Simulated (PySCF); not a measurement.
CFCl3: calculation against experiment

**Measured values to compare with.**

From NIST CCCBDB Release 22 (SRD 101), experimental dipoles, for the gas: dipole moment (microwave Stark effect, vibrational ground state) 0.46 ± 0.02 D.

The runs below try to reproduce these values; the comparison stands at the end.

CFCl3.
SMILES with atom numbers: `[F:1][C:2]([Cl:3])([Cl:4])[Cl:5]`

Geometry (GFN2-xTB, Å), atoms numbered from 1 in this order:
```xyz
5
CCl3F angstrom
F      0.0603   -0.1410    1.3961
C      0.0046   -0.0063    0.0667
Cl    -0.4579    1.6606   -0.3126
Cl     1.6028   -0.3706   -0.6039
Cl    -1.2011   -1.1397   -0.5634
```

Runs made with PySCF (gas phase, on this GFN2-xTB geometry; no spin–orbit coupling):

```
         level         job  basis functions
B3LYP/6-311G**  shieldings              114
B97-D/6-311G**  shieldings              114
 BLYP/6-311G**  shieldings              114
 BP86/6-311G**  shieldings              114
   HF/6-311G**  shieldings              114
  KT2/6-311G**  shieldings              114
  KT3/6-311G**  shieldings              114
  LDA/6-311G**  shieldings              114
 OPBE/6-311G**  shieldings              114
  PBE/6-311G**  shieldings              114
    PW91/3-21G  shieldings               57
   X3LYP/3-21G  shieldings               57
```

All basis functions are spherical.

Results beside the measurements:

**Dipole moment.** Measured: 0.46 D (NIST CCCBDB Release 22 (SRD 101), experimental dipoles).

| level | computed (D) | computed − measured (D) | % (from the printed values) |
| --- | --- | --- | --- |
| B3LYP/6-311G** | 0.43 | -0.03 | -7 |
| B97-D/6-311G** | 0.34 | -0.12 | -26 |
| BLYP/6-311G** | 0.33 | -0.13 | -28 |
| BP86/6-311G** | 0.34 | -0.12 | -26 |
| HF/6-311G** | 0.62 | +0.16 | +35 |
| KT2/6-311G** | 0.35 | -0.11 | -24 |
| KT3/6-311G** | 0.30 | -0.16 | -35 |
| LDA/6-311G** | 0.39 | -0.07 | -15 |
| OPBE/6-311G** | 0.25 | -0.21 | -46 |
| PBE/6-311G** | 0.31 | -0.15 | -33 |
| PW91/3-21G | 0.03 | -0.43 | -93 |
| X3LYP/3-21G | 0.18 | -0.28 | -61 |

Closest is B3LYP/6-311G** (-0.03 D), furthest PW91/3-21G (-0.43 D); one molecule doesn't rank methods. The computed dipoles belong to one fixed geometry; measured ones are averaged over vibrations unless marked μe. Magnitudes are compared, not signs.

No measured geometry was used, and the causes of the misses weren't examined.
